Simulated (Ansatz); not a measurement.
# SiH2Cl (chlorosilyl radical): the electronic atomisation energy, rung by rung

The species is SiH2Cl (4 atoms), meant as a doublet with charge 0. SMILES: `[SiH2]Cl`. The shape is that of a GFN2-xTB optimisation.

Quantity: the electronic atomisation energy, in eV. The values are calculated. Electronic energies at fixed atoms, without zero-point motion or spin-orbit coupling.

| level | kind | program | value (eV) | less FCI/STO-3G | CPU time (all runs) |
| --- | --- | --- | --- | --- | --- |
| UHF/STO-3G | Hartree–Fock | Ansatz | 10.86 | -0.96 | 0.34 s |
| UBLYP/STO-3G | GGA | Ansatz | 13.62 | +1.80 | 2.5 s |
| UPBE/STO-3G | GGA | Ansatz | 13.85 | +2.03 | 2.6 s |
| UPBE0/STO-3G | global hybrid | Ansatz | 13.58 | +1.76 | 2.4 s |
| U-wB97M-V/STO-3G | range-separated hybrid | Ansatz | 13.93 | +2.11 | 21 s |
| UB2PLYP/STO-3G | double hybrid | Ansatz | 12.89 | +1.07 | 2.7 s |
| UMP2/STO-3G | perturbation theory | Ansatz | 11.55 | -0.27 | 0.36 s |
| UCCSDT(Q)/STO-3G | coupled cluster or CI | Ansatz | 11.82 | 0.00 | 1.5 s |
| FCI/STO-3G | exact in the basis | Ansatz | 11.82 | 0.00 | 0.55 s |

FCI/STO-3G is exact within its basis and frozen core, so for wave-function methods in that basis the difference is their error; functionals converge differently with the basis, so for them it is only a difference. The values span 10.86 to 13.93 eV. All rows use very small basis sets, so even the best lies far from the true value. Times are those of the runs behind each value, whatever else they computed, on shared processors of several kinds: orders of magnitude only.
